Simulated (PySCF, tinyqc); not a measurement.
Worked calculation: G0W0 on RHF in the sto-3g basis, for BH, spin multiplicity 1. The lowest restricted solution is unstable here: a spin-polarised one lies 0.0055 hartree lower (PySCF). One step of it, computed by the program tinyqc.

Task: G0W0 on Hartree-Fock: HOMO. W(p,q,m) = sqrt2 sum_ia (pq|ia) (X+Y)_ia,m; Sigma_c(x) = sum_(i,m) W^2/(x - e_i + w_m) + sum_(a,m) W^2/(x - e_a - w_m); solve x = e_p + Sigma_c(x) by Newton steps; Z = 1/(1 - dSigma/dx); 1 hartree = 27.211386 eV.

orbital energies (hartree): MO1 -7.369075, MO2 -0.486251, MO3 -0.244181, MO4 0.256250, MO5 0.256250, MO6 0.440875

Two-electron integrals over orbitals (pq|rs), unique and non-zero (hartree):
```
(11|11) 2.892550    (21|11) -0.269745   (21|21) 0.040162    (22|11) 0.620630
(22|21) -0.009012   (22|22) 0.485859    (31|11) -0.171514   (31|21) 0.023573
(31|22) -0.013507   (31|31) 0.023918    (32|11) 0.136590    (32|21) -0.008455
(32|22) -0.028259   (32|31) 0.005979    (32|32) 0.115024    (33|11) 0.597957
(33|21) -0.010187   (33|22) 0.437424    (33|31) 0.003127    (33|32) 0.025215
(33|33) 0.486613    (41|41) 0.021613    (42|41) 0.022838    (42|42) 0.079001
(43|41) 0.014489    (43|42) 0.043428    (43|43) 0.043163    (44|11) 0.742011
(44|21) -0.009993   (44|22) 0.467613    (44|31) -0.005923   (44|32) 0.074339
(44|33) 0.450853    (44|44) 0.586773    (51|51) 0.021613    (52|51) 0.022838
(52|52) 0.079001    (53|51) 0.014489    (53|52) 0.043428    (53|53) 0.043163
(54|54) 0.031630    (55|11) 0.742011    (55|21) -0.009993   (55|22) 0.467613
(55|31) -0.005923   (55|32) 0.074339    (55|33) 0.450853    (55|44) 0.523513
(55|55) 0.586773    (61|11) -0.105383   (61|21) 0.018325    (61|22) 0.005247
(61|31) -0.000931   (61|32) -0.015703   (61|33) -0.014456   (61|44) -0.003572
(61|55) -0.003572   (61|61) 0.021951    (62|11) 0.160276    (62|21) -0.002809
(62|22) 0.046652    (62|31) -0.012742   (62|32) 0.033500    (62|33) -0.012670
(62|44) 0.086990    (62|55) 0.086990    (62|61) 0.011075    (62|62) 0.101118
(63|11) -0.152412   (63|21) 0.003867    (63|22) 0.002081    (63|31) -0.004683
(63|32) -0.103981   (63|33) -0.034801   (63|44) -0.082550   (63|55) -0.082550
(63|61) 0.009619    (63|62) -0.061115   (63|63) 0.124846    (64|41) 0.008375
(64|42) 0.030168    (64|43) 0.000620    (64|64) 0.027308    (65|51) 0.008375
(65|52) 0.030168    (65|53) 0.000620    (65|65) 0.027308    (66|11) 0.620441
(66|21) -0.006640   (66|22) 0.497775    (66|31) -0.013706   (66|32) -0.059680
(66|33) 0.462996    (66|44) 0.447485    (66|55) 0.447485    (66|61) 0.008474
(66|62) 0.015574    (66|63) 0.033182    (66|66) 0.552017
```

excitation energies w (hartree): 0.559509  0.559509  0.857386  0.899270  0.899270  1.144768  7.668497  7.668497  7.853751

X + Y:
```
             1          2          3          4          5          6         7         8
1>4   0.000003  -0.003982   0.000000   0.000003  -0.011891   0.000000  0.997172  0.000000
1>5  -0.003982  -0.000003   0.000000  -0.011891  -0.000003   0.000000  0.000000  0.997172
1>6   0.000000   0.000000  -0.006253   0.000000   0.000000  -0.003403  0.000000  0.000000
2>4   0.000195  -0.251175   0.000000  -0.000256   0.886795   0.000000  0.001167  0.000000
2>5  -0.251175  -0.000195   0.000000   0.886795   0.000256   0.000000  0.000000  0.001167
2>6   0.000000   0.000000   0.378344   0.000000   0.000000   0.838253  0.000000  0.000000
3>4  -0.000717   0.922978   0.000000  -0.000047   0.162647   0.000000  0.000496  0.000000
3>5   0.922978   0.000717   0.000000   0.162647   0.000047   0.000000  0.000000  0.000496
3>6   0.000000   0.000000   0.832606   0.000000   0.000000  -0.281458  0.000000  0.000000

            9
1>4  0.000000
1>5  0.000000
1>6  0.997205
2>4  0.000000
2>5  0.000000
2>6  0.000676
3>4  0.000000
3>5  0.000000
3>6  0.000430
```

Give: The 12 largest terms at x = e_p; Newton steps; quasiparticle energy of the HOMO; Hartree-Fock value.

Result:

The 12 largest terms at x = e_p (hartree; W for the signs of X + Y given):
```
q  m       W       term
2  3  -0.104      0.010
6  3   0.114     -0.008
6  6  -0.122     -0.008
2  6   0.081   4.75e-03
5  4   0.064  -2.94e-03
4  5   0.064  -2.94e-03
3  3  -0.048   2.65e-03
5  1   0.041  -1.57e-03
4  2   0.041  -1.57e-03
2  9  -0.022   6.07e-05
3  9  -0.020   5.31e-05
5  8   0.021  -5.16e-05
```

Newton steps (hartree):
```
step       x  Sigma_c(x)      Z
0     -0.244      -0.008  0.968
1     -0.252      -0.008  0.968
2     -0.252      -0.008  0.968
```

quasiparticle energy of the HOMO = -6.863 eV

Hartree-Fock value = -6.645 eV
